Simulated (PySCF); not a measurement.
Compound: C₃H₆N (charge +1).
SMILES with atom numbers: `[CH3:1][C:2]#[N+:3][CH3:4]`

Lines to be assigned: C 1s: 297.84 (area 1), 298.25 (area 1), 299.90 (area 1) eV; N 1s: 413.54 eV.

Theory: delta-SCF UKS SCAN, pcX-2 on the ionised atom, pcseg-1 elsewhere, spin-free X2C (PySCF). Isolated species at its GFN2-xTB geometry, gas phase.

(1) Which carbon gives which C 1s line?

Answers

(1) 297.84 eV: C1 (methyl carbon); 298.25 eV: C4 (N-methyl carbon); 299.90 eV: C2 (triply bonded carbon). Lowest listed C 1s: C1, bonded to C and 3 H. Highest, 2.06 eV above it: C2, bonded to N (triple bond) and C. The widest gap between neighbouring values is 1.65 eV, between 298.25 and 299.90 eV. Summing the Pauling electronegativity differences to the bonded atoms, each weighted by its formal bond order, gives -1.05 for the lowest site and +1.47 for the highest; no listed site has a larger sum than the highest.

Bonded neighbours of each site: C1: C and 3 H; C2: N (triple bond) and C; N3: C (triple bond) and C; C4: N and 3 H.

Task: Give the binding energy of C 1s of C4 in hartree and in kJ/mol.

Result: 298.25 eV = 10.9605 Eh = 28777 kJ/mol.

The species carries charge +1, so core ionisation leaves charge +2.
